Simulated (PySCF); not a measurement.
Nitrogen placed at different ring positions: thiophene 1N. Isolated molecules, 0 K electronic values unless said otherwise. Strings in code marks are SMILES.

The four lowest singlet excitations (Tamm–Dancoff). Level of theory: B3LYP-D3(BJ)/def2-TZVP // PBE0-D4/def2-TZVP in PySCF. B3LYP has the VWN-RPA correlation part, as in Gaussian. Excitations are Tamm–Dancoff values on a coarser integration grid. The basis has no diffuse functions, so Rydberg states are missing or too high.

| state | energy (eV) | wavelength (nm) | oscillator strength |
|---|---|---|---|
| S1 | 5.37 | 231 | 0.000 |
| S2 | 5.92 | 209 | 0.085 |
| S3 | 6.15 | 202 | 0.000 |
| S4 | 6.50 | 191 | 0.055 |

Task: Which member gives these states?
A) `c1cscn1`
B) `c1ccsc1`
C) `c1cnsc1`

Result: A, `c1cscn1`
